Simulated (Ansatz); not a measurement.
# OF+ (quintet): wave-function methods side by side, def2-TZVPP

One table from this session's results is given with a row withheld; the runs are named, their logs left out.

Computed with Ansatz 0.2.0, Gaussian basis. Level: def2-TZVPP, core rule «outside noble gas», up to 2 orbitals frozen.

The runs, in order: UHF; ROHF; CCSD(T) on UHF.

### The system

The geometry is a PBE0/def2-TZVP stationary point (not a proven minimum) of the parent state, kept for this charge and spin.

2 atoms, charge 1, spin multiplicity 5.

Atoms are counted from 1 here; the program's logs count them from 0.

No contacts short enough for the rule that draws bonds.

Geometry (Å):

```xyz
2
charge 1, multiplicity 5
O     0.0000    0.0000    0.0000
F     0.0000    0.0000    1.7425
```

Set-up of the first run:

File in.yaml:

```yaml
crystal:
  periodic: [false, false, false]
  atoms:
    - {symbol: O, position_ang: [0.000000, 0.000000, 0.000000]}
    - {symbol: F, position_ang: [0.000000, 0.000000, 1.742500]}
basis:
  gaussian: {orbitals: def2-TZVPP}
total_charge: 1
magnetization: {spin_polarized: true, initial_magnetization: 4}
hamiltonian: {xc: hf}
output: {orbitals: {seedname: orbitals}}
```

Command:

```sh
ansatz run in.yaml --threads 1 --pin off --events-out ev --progress --plain --max-ram 2816MiB --backend cpu
```

Among the steps run: UHF; ROHF; CCSD(T) on UHF.

One of the session's tables, all rows but one given; the rest of the session is left out.

| method | from UCCSD(T) (meV) |
| --- | --- |
| ROHF | +9756.7 |
| UHF | +9397.4 |
| UMP2 | +999.5 |
| UCCSD | ? |
| UCCSD(T) | 0 |

**Question.** Estimate the row for UCCSD.

The run gave: from UCCSD(T) (meV): +196.4. In the column «from UCCSD(T) (meV)» it lies between UCCSD(T) (0) and UMP2 (+999.5).
